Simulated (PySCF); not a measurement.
**Ionisation energy of Be by level of theory**

Be [He] 2s2 (1S) → Be⁺ [He] 2s1 (2S), as a difference of total energies. All numbers are calculated (PySCF 2.14, the spin-free X2C one-electron Hamiltonian (Gaussian nucleus), in aug-cc-pVDZ-DK (4s3p2d, 23 functions)). Correlated levels: valence: 1s2 frozen. The calculations carry no spin-orbit coupling.

```csv
method,ionisation energy (eV)
UHF,8.076
MP2 (valence),8.777
SCS-MP2 (valence),8.917
CCSD (valence),9.287
```

**Question.** How much does correlation contribute at MP2 (valence)?

**Answer.** 8.777 − (8.076) = 0.701 eV, measured against UHF.

Errors of the correlated levels include the incompleteness of this basis and the frozen core.

With two correlated electrons CCSD is exact in that space.

For comparison: 9.323 eV (measured; NIST Atomic Spectra Database, ionization energies).
